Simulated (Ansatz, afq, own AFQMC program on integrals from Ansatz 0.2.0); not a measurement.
**Where AFQMC and coupled cluster stand for AlBH₂, triplet**

```xyz
4

B     0.0000    0.0000    1.0513
Al    0.0000    0.0000   -0.8575
H     0.0000    0.0000    2.2344
H     0.0000    0.0000   -2.4283
```

Connectivity, by distances: BH–AlH.

Basis 6-31G. Noble-gas cores (and the filled d shells of Ga–Kr and In–Xe) are frozen. AFQMC by an in-house program on the Cholesky factors that Ansatz 0.2.0 writes for its CCSD(T) run. ph-AFQMC/CISD is guided by a CISD state made of CCSD amplitudes; releasing the constraint for a short imaginary time cuts its bias at the price of noise, slowly where states lie close. Uncertainties: one standard error, sampling alone.

Determinant: UHF, the one that the program's search chose, which needn't be the lowest solution. The geometry is a PBE0/def2-TZVP stationary point of this or a neighbouring charge and spin state.

Full CI on the same integrals is exact in this basis and with this determinant's frozen core.

* T1 diagnostic: 0.0148
* weight of the determinant in the CISD state: 0.917
* ⟨S²⟩ of the determinant: 2.017
* size of the correlated space: 8 electrons in 20 orbitals

| level | correlation energy (eV) |
| --- | --- |
| MP2 | -1.9538 |
| CCSD | -2.5938 |
| CCSD(T) | -2.6603 |

Q: Estimate where phaseless AFQMC with a CISD trial lies against CCSD(T) on the same integrals.

A: 0.34 ± 0.05 kcal/mol below CCSD(T).

Reference: full CI, correlation energy -2.691 eV. The released energy is read at 2.40 1/Eh (meV from the phaseless value at times in 1/Eh: -2.5 ± 2.0 at 0.24, -4.6 ± 1.5 at 0.51, -7.9 ± 1.7 at 0.99, -10.9 ± 1.4 at 1.62, -11.2 ± 1.1 at 2.40).

| level | E − E(reference) (kcal/mol) | share of correlation (%) |
| --- | --- | --- |
| CCSD(T) | 0.70 | 98.87 |
| CCSDT | 0.16 | 99.74 |
| CCSDT(Q) | 0.04 | 99.94 |
| CCSDTQ | 0.01 | 99.98 |
| ph-AFQMC/HF | 2.64 ± 0.52 | 95.75 |
| ph-AFQMC/CISD | 0.36 ± 0.05 | 99.42 |
| released AFQMC | 0.10 ± 0.03 | 99.84 |

CCSDT and higher add their correlation energy to the determinant of the CCSD(T) run, since their own runs factorise the integrals more tightly (a shift of under 2 meV). A walk keeps the symmetry of its determinant, which the program's search chose and which needn't be the lowest solution, so a lower state of the same spin and another symmetry isn't excluded. Released energies are given only where the last usable release times agree within the noise; a slower fall can still hide under it.
